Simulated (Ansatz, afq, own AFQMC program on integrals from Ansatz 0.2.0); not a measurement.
# SiHO, doublet → SiHO⁺, triplet

```yaml
atoms:
  - { symbol: Si, position_ang: [0.0000, 0.0310, 0.6323] }
  - { symbol: O, position_ang: [0.0000, -0.0988, -1.0129] }
  - { symbol: H, position_ang: [0.0000, 0.7057, -1.5397] }
```

Connectivity, by distances: Si–OH.

E(triplet, charge +1) − E(doublet, charge +0) at this geometry, on UHF and UHF determinants.

Basis cc-pVTZ. Only valence electrons are correlated. Ansatz 0.2.0 and our own AFQMC program on the same integrals; the CISD trial comes from CCSD amplitudes, and released means the phaseless constraint is let go. Uncertainties: one standard error, sampling alone. The errors of all members are added in quadrature.

No full CI on the walks' own integrals is used here; CCSDT(Q) serves as the reference and is uncertain by about the last step of the cluster series. Each member takes its own surest rung, up to full CI.

The best estimate is CCSD(T) at the basis-set limit (CBS: def2-TZVPP and def2-QZVPP, with their diffuse functions for anions and beside diffuse sets, CCSD(T) itself extrapolated) plus the step from CCSD(T) to CCSDT(Q) in cc-pVTZ. Rows without CBS are in cc-pVTZ; B2PLYP and the wave-function rows carry a basis error of their own. Core correlation and relativity beyond core potentials are missing, and ± holds the sampling alone.

Cautions: SiHO (doublet): its ph-AFQMC/CISD value lies 19 ± 6 meV above CCSDT(Q); SiHO⁺ (triplet): lower spins were not checked, the released energies have errors that jump between times, so the bars are unsure, so no released level is given (meV from the phaseless value at times in 1/Eh: -17 ± 9 at 0.24, -14 ± 79 at 0.51, -19 ± 5 at 0.99, -9 ± 10 at 1.62, -50 ± 11 at 2.40), its ph-AFQMC/CISD value lies 28 ± 7 meV above CCSDT(Q); this needn't be the first ionization.

Best estimate: 11.123 eV.

```tsv
level	vertical ionization energy (eV)	error against the best estimate (eV)
HF	9.877	-1.245
MP2	10.749	-0.373
CCSD	10.979	-0.144
CCSD(T)	10.982	-0.141
CCSDT	10.979	-0.144
CCSDT(Q)	10.974	-0.149
ph-AFQMC/CISD	10.984 ± 0.009	-0.139 ± 0.009
HF/CBS	9.891	-1.231
MP2/CBS	10.928	-0.195
CCSD(T)/CBS	11.130	0.008
PBE	10.884	-0.239
r2SCAN	10.797	-0.326
PBE0	10.948	-0.175
B3LYP	11.098	-0.025
wB97M-V	11.130	0.008
B2PLYP	10.967	-0.156
```

Correlation beyond CCSD(T) takes off 0.008 eV. Going to the basis-set limit adds 0.149 eV at CCSD(T). The perturbative (T) step is worth +0.003 eV. The functionals spread over 0.334 eV; wB97M-V and B3LYP come nearest and r2SCAN is 0.326 eV too low.

Best estimates are given only where the step beyond CCSD(T) is under 0.3 eV and no member's determinant is very poor (T1 over 0.05, or 0.07 for open shells, ⟨S²⟩ too high by 0.3, two states mixed), so the hardest cases are missing from such tables.

The functionals ran in a triple-zeta set and keep a basis error of their own, a few kJ/mol for each bond in atomization energies and more for double hybrids, so close places among them and the extrapolated levels can swap.

CCSDT and higher add their correlation energy to the determinant of the CCSD(T) run, since their own runs factorise the integrals more tightly (a shift of under 2 meV). Each member of a difference takes its own highest rung, so a best estimate needn't equal the limit plus the step of one row. A walk keeps the symmetry of its determinant, which the program's search chose and which needn't be the lowest solution, so a lower state of the same spin and another symmetry isn't excluded.
